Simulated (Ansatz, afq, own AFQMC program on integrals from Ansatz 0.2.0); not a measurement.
Two steps: Ansatz 0.2.0 writes the Fock matrix and Cholesky factors of the valence space, and afq projects on them the lowest state that overlaps trial and start.

```yaml
crystal:
  periodic: [false, false, false]
  atoms:
    - {symbol: Ga, position_ang: [0.000000, 0.230226, 1.196497]}
    - {symbol: Al, position_ang: [0.000000, 0.578079, -2.081776]}
    - {symbol: P, position_ang: [0.000000, -1.079166, -0.778166]}
    - {symbol: H, position_ang: [0.000000, 1.762314, -3.126240]}
basis:
  gaussian: {orbitals: cc-pVDZ}
magnetization: {spin_polarized: false}
correlation: {method: ccsd_t, electrons: outside_noble_gas, hamiltonian_folder: ham}
```

```sh
$ ansatz run in.yaml --threads 1 --pin off --events-out ev --progress --plain --max-ram 1843MiB
```

afq runs on the folder ham with

```
--method free --trial cisd --walkers 60 --time-step 0.03 --max-blocks 80 --target-error 0.00042 --factor-cut 1e-05 --seed 1482 --times 0,0.21,0.42,0.81,1.2,1.8,2.4,3 --taylor-order 8
```

Times are imaginary, in 1/Eh. The walk had a cap of 894 s. Filled inner d shells are frozen with the cores.

```
orbitals 44  electrons 6 6  factors 356 of 740
reference energy -2506.44915483 Eh
CCSD correlation -0.25235663 Eh in 13 cycles, weight of the determinant in the CISD state 0.8159
repeat  energy at the last time / Eh  error
    10  -2506.716839  0.001901
    20  -2506.714597  0.001245
    30  -2506.715133  0.001224
    40  -2506.715309  0.001181
    50  -2506.715025  0.001025
    60  -2506.715232  0.000898
    70  -2506.714825  0.000814
    80  -2506.714912  0.000734
time / (1/Eh)  energy / Eh  error  mean overlap
  0.00  -2506.701159  0.000444  1.2213
  0.21  -2506.705461  0.000426  1.2282
  0.42  -2506.708608  0.000502  1.2274
  0.81  -2506.712238  0.000529  1.2256
  1.20  -2506.713646  0.000577  1.2280
  1.80  -2506.715236  0.000547  1.2223
  2.40  -2506.714534  0.000732  1.2700
  3.00  -2506.714912  0.000734  1.2980
energy -2506.714912 +/- 0.000734 Eh
```

Problem. Estimate how long the walk took on 1 thread of Arm Neoverse V1 (shared host).

Solution. 3.1 min of wall time.

The run passed its tests (error under three times the target), which doesn't prove that it has relaxed.

Against this walk (error 20.0 meV) on the same determinant: CCSD(T) 3.1 meV higher (within the noise), CCSDT(Q) 66.0 meV lower. The error is statistical, and a free projection of finite length keeps a remainder of its start.

Cautions: remainder of the start not in the error; error above the target (20.0 against 11.4 meV); no relativity below Rb; no spin-orbit coupling; inner d shell frozen; higher spins were not checked; raised T1 diagnostic (T1 0.024, weight of the determinant 0.82, largest double 0.06).

CCSDT and higher add their correlation energy to the determinant of the CCSD(T) run, since their own runs factorise the integrals more tightly (a shift of under 2 meV). A walk keeps the symmetry of its determinant, which the program's search chose and which needn't be the lowest solution, so a lower state of the same spin and another symmetry isn't excluded.
